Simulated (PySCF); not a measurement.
Stepwise substitution at one centre (B Cl-SH). Isolated molecules, 0 K electronic values unless said otherwise. One relaxed conformer stands for each flexible species; it need not be the lowest. Strings in code marks are SMILES.

The four lowest singlet excitations (Tamm–Dancoff). Computed with B3LYP-D3(BJ)/def2-TZVP in PySCF. B3LYP has the VWN-RPA correlation part, as in Gaussian. Excitations are Tamm–Dancoff values on a coarser integration grid. The basis has no diffuse functions, so Rydberg states are missing or too high.

```
state  energy (eV)  wavelength (nm)  oscillator strength
-----  -----------  ---------------  -------------------
S1            6.06              204                0.000
S2            6.19              200                0.215
S3            6.29              197                0.001
S4            6.54              190                0.000
```

**Question.** Say which member gives these states.
A. `SB(S)S`
B. `ClB(Cl)Cl`
C. `SB(Cl)Cl` (H–S–B–Cl torsion 0°)
D. `SB(S)Cl` (H–S–B–Cl torsion 180°, Cl–B–S–H torsion 0°)

**Answer.** C, `SB(Cl)Cl` (H–S–B–Cl torsion 0°)
